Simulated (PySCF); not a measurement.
C2H6O.
Bonds: C1–O2, O2–C3. Hydrogens: H4, H5, H6 on C1; H7, H8, H9 on C3.

Level of theory: core-valence-separated Tamm–Dancoff BHandHLYP/aug-pcX-1 (pcseg-1 on H) in PySCF, non-relativistic, gas phase, PBE0-D3(BJ)/def2-SVP geometry.

Computed oxygen K-edge spectrum, Gaussian lines of 0.6 eV full width, highest printed point 100; it ends one width below the last computed root. BHandHLYP without relativity tends to put these K edges a few eV too low, so spacings mean more than positions.

(photon energy (eV), absorption): (532.8, 0), (532.9, 1), (533.0, 2), (533.1, 4), (533.2, 9), (533.3, 17), (533.4, 27), (533.5, 39), (533.6, 50), (533.7, 61), (533.8, 72), (533.9, 83), (534.0, 94), (534.1, 100), (534.2, 98), (534.3, 86), (534.4, 67), (534.5, 46), (534.6, 29), (534.7, 18), (534.8, 15), (534.9, 18), (535.0, 25), (535.1, 35), (535.2, 46), (535.3, 52), (535.4, 52), (535.5, 46)

**Question.** Assign the maxima to core holes.

**Answer.** 2 maxima:
- 534.1 eV: O2 (ether oxygen), 534.22 eV, f = 0.019, 69 % of the height at the exact maximum; O2 (ether oxygen), 533.99 eV, f = 0.008, 25 % of the height at the exact maximum
- 535.4 eV: O2 (ether oxygen), 535.36 eV, f = 0.013, 96 % of the height at the exact maximum

Further lines of some strength in the range: O2, 533.63 eV, f = 0.009; O2, 534.98 eV, f = 0.002.

Roots within 0.03 eV on the same or equivalent atoms count as one line; shares under 12 % aren't listed.

Vibrational structure and lifetime widths aren't in the curve. The ionisation threshold wasn't computed; near and above it a finite basis only mimics Rydberg series and continuum.
